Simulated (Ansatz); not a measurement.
Property card for NaWO₃

These are results of Ansatz 0.2.0, DFT PBEsol, scalar-relativistic, plane waves, PAW, not measurements.

Cutoff 420 eV; k points 10×10×10 on the computed 5-atom cell (Γ-centred); Gaussian smearing, width 0.10 eV; no spin polarisation.

The structure is relaxed at this level of theory with its symmetry kept. Whether it is the stable form of this composition wasn't checked.

Space group Pm-3m (No. 221). a = 3.875 Å, b = 3.875 Å, c = 3.875 Å, α = 90.00°, β = 90.00°, γ = 90.00°
```csv
atom,site,symmetry,x,y,z
Na,1a,m-3m,0.0000,0.0000,0.0000
W,1b,m-3m,0.5000,0.5000,0.5000
O,3c,4/mm.m,0.5000,0.5000,0.0000
```

(1) Formation energy from the elements' standard states (uncorrected)?

(2) Density of states at the Fermi level?

(3) Löwdin character within 0.5 eV of the Fermi level?

(4) Bulk modulus?

(5) Its pressure derivative?

(6) Bader charges (e)?

Spin-orbit coupling is left out, which matters for the bands of heavy elements. Spin polarisation was left out, and a magnetic state may lie lower.

## Answers

(1) -2.181 eV/atom.

(2) 0.95 states/eV per cell.

(3) W 5d 74 %, O 2p 23 %.

(4) 225 GPa.

(5) 4.4.

(6) Na (1 in the cell) 0.90, W (1 in the cell) 2.69, O (3 in the cell) -1.19.

Symmetry holds off the tilts and polar distortions that many cubic perovskites undergo.

Cost: 6 runs of about 1.9 core-minutes in all, on Arm Neoverse V2 (shared hosts).